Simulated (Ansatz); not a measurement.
**H$_{2}$S, singlet: the ladder up to full CI**

Geometry: MP2(full)/6-31G*, from the G2/97 set.

```xyz
3

S     0.0000    0.0000    0.0544
H     0.0000    0.9743   -0.8648
H     0.0000   -0.9743   -0.8648
```

Basis cc-pV(D+d)Z; Ansatz 0.2.0. Correlated methods freeze the noble-gas cores, which leaves 8 electrons in 28 orbitals. Prefix R: restricted or restricted open-shell reference. Active spaces: valence = (8e, 6o) chosen from the atoms' valence shells.

Full CI is exact within this basis and frozen core; it isn't the basis-set limit.

```
UHF ⟨S²⟩                          : 0.000
T1 diagnostic (RCCSD)             : 0.0078
largest doubles amplitude (RCCSD) : 0.053
```

```tsv
level	E − E(full CI) (kcal/mol)	share of correlation (%)	wall time
RHF	109.08	0.00	–
RMP2	17.58	83.88	–
CISD	7.71	92.93	0.57 s
RCCSD	2.74	97.48	–
RCCSD(T)	0.47	99.57	0.24 s
BCCD(T)	0.47	99.57	0.27 s
RCCSDT	0.17	99.84	–
CISDTQ	0.24	99.78	2.8 s (H100)
RCCSDT(Q)	0.02	99.98	0.97 s
RCCSDTQ	0.01	99.99	3.6 s (H100)
CASSCF (valence space)	87.44	19.84	–
NEVPT2 (valence space)	19.98	81.68	0.34 s
MRCISD (valence space)	4.82	95.58	–
MRCISD+Q (valence space)	-0.07	100.07	0.85 s
MRCISD+Q(relaxed) (valence space)	-0.42	100.39	0.82 s
```

The correlation energy at full CI, counted from RHF, is -4.730 eV. That run took 6 s on 2 threads of AMD EPYC 7R13 with a shared H100 80 GB, shared host over 104,809,725 determinants.

Times hold each run's SCF and search for its determinant on a shared host, so for small cases they say little of a method's own cost; rows without a card ran on 1 thread of AMD EPYC 7R13.

Not variational, and here over 5 meV under the exact energy: MRCISD+Q(relaxed) (valence space).

The full-CI state has the irrep A1 of C2v, in the program's axes.

Natural occupations of full CI about the gap: 1.975 1.952 1.951 1.945 0.042 0.033 0.017 0.017 0.014 0.013; effectively unpaired electrons, Σ n²(2−n)², 0.05.

Atomization energy (electronic, same basis, no zero-point term; atoms at the same level, unrestricted beside the R rows where the molecule is a closed shell, with restricted open-shell steps beyond CCSDT(Q)) at full CI: 707.6 kJ/mol. Errors of other levels:

| level | error (kJ/mol) |
| --- | --- |
| RHF | -174.0 |
| RMP2 | -15.7 |
| CISD | -20.4 |
| RCCSD | -6.7 |
| RCCSD(T) | -0.8 |
| BCCD(T) | -0.7 |
| RCCSDT | -0.4 |
| CISDTQ | -0.9 |
| RCCSDT(Q) | -0.1 |
| RCCSDTQ | -0.1 |
| CASSCF (valence space) | -72.6 |
| NEVPT2 (valence space) | -11.5 |
| MRCISD (valence space) | -7.4 |
| MRCISD+Q (valence space) | -2.7 |
| MRCISD+Q(relaxed) (valence space) | -1.3 |

This basis is far from its limit, so the value isn't to be set against a measured one. Truncated CI isn't size-consistent, which counts against it in atomization.
